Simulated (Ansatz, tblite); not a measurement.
Forces on the cluster P4 at its B3LYP-D4/def2-TZVP geometry. The state is a singlet with charge 0.

The xTB rows come from tblite. The structure comes from a short search, and lower isomers may exist.

GFN1-xTB (tblite), largest force 0.15 eV/Å:

```xyz
4
positions Å, forces eV/Å
P     0.753    0.743   -0.838   -0.085   -0.084    0.095
P    -0.227   -1.210   -0.553    0.026    0.137    0.063
P    -1.177    0.622    0.219    0.133   -0.070   -0.025
P     0.651   -0.156    1.171   -0.074    0.018   -0.132
```

GFN2-xTB (tblite), largest force 0.58 eV/Å:

```
P -0.321 -0.317 0.358
P 0.097 0.516 0.236
P 0.503 -0.266 -0.094
P -0.278 0.067 -0.500
```

CAM-B3LYP-D4/def2-TZVP (Ansatz), largest force 0.63 eV/Å:

```
P -0.350 -0.345 0.389
P 0.105 0.562 0.257
P 0.547 -0.289 -0.102
P -0.303 0.072 -0.544
```
